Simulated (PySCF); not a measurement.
Species: `C[C@@H](F)[S@@](C)=O`. The columns A, B, C and D hold Mulliken, IAO, Hirshfeld and ESP-fitted charges (e) of one PBE0/pcSseg-1 density (PySCF), in a shuffled order. Coordinates in Å (PBE0-D3(BJ)/def2-SVP); the density's dipole moment is (-0.29, 1.63, -1.80) D.

| atom | x | y | z | A | B | C | D |
| --- | --- | --- | --- | --- | --- | --- | --- |
| C1 | -1.457 | 0.412 | 0.253 | -0.266 | -0.129 | -0.443 | -0.287 |
| C2 | -0.767 | -0.602 | -0.607 | +0.167 | +0.056 | +0.050 | -0.004 |
| F3 | -0.493 | -0.135 | -1.863 | -0.207 | -0.099 | -0.309 | -0.311 |
| S4 | 0.845 | -1.176 | 0.155 | +0.214 | +0.316 | +1.040 | +0.582 |
| C5 | 1.751 | 0.379 | -0.051 | -0.480 | -0.130 | -0.578 | -0.422 |
| O6 | 0.545 | -1.332 | 1.620 | -0.426 | -0.371 | -0.895 | -0.636 |
| H7 | -1.435 | 0.057 | 1.294 | +0.105 | +0.050 | +0.178 | +0.163 |
| H8 | -2.501 | 0.546 | -0.066 | +0.096 | +0.053 | +0.158 | +0.145 |
| H9 | -0.948 | 1.385 | 0.196 | +0.111 | +0.045 | +0.147 | +0.132 |
| H10 | -1.350 | -1.534 | -0.694 | +0.118 | +0.050 | +0.153 | +0.152 |
| H11 | 1.751 | 0.664 | -1.112 | +0.174 | +0.049 | +0.170 | +0.158 |
| H12 | 2.774 | 0.187 | 0.297 | +0.218 | +0.058 | +0.172 | +0.170 |
| H13 | 1.286 | 1.152 | 0.578 | +0.176 | +0.052 | +0.158 | +0.159 |

**Question.** Which column most likely holds the ESP-fitted charges?

**Answer.** A. Σ q r misses the density's dipole by 0.04 D (A), 0.48 D (D), 1.14 D (B), 2.62 D (C). Charges fitted to the outside potential are the only set here that is tied to the molecule's multipoles.

**Question.** And the Hirshfeld charges?

**Answer.** B. The mean sizes are 0.112 e (B), 0.212 e (A), 0.255 e (D), 0.342 e (C), and Hirshfeld charges are commonly the smallest of these schemes.

As computed, A = ESP-fitted, B = Hirshfeld, C = IAO, D = Mulliken. Hydrogens on carbon: ESP-fitted +0.10 to +0.22, Hirshfeld +0.05 to +0.06, IAO +0.15 to +0.18, Mulliken +0.13 to +0.17 e.

The Hirshfeld scheme divides the density at each point in proportion to the densities of the neutral, spherically averaged free atoms. The IAO scheme counts the electrons in orthogonalised intrinsic atomic orbitals, a minimal basis polarised so that it spans the occupied orbitals exactly.

Isolated species at its PBE0-D3(BJ)/def2-SVP geometry (one conformer only).

The values belong to the conformer `[CH3:1][C@@H:2]([F:3])[S@@:4]([CH3:5])=[O:6]`: C1–C2–S4–C5 -69°.
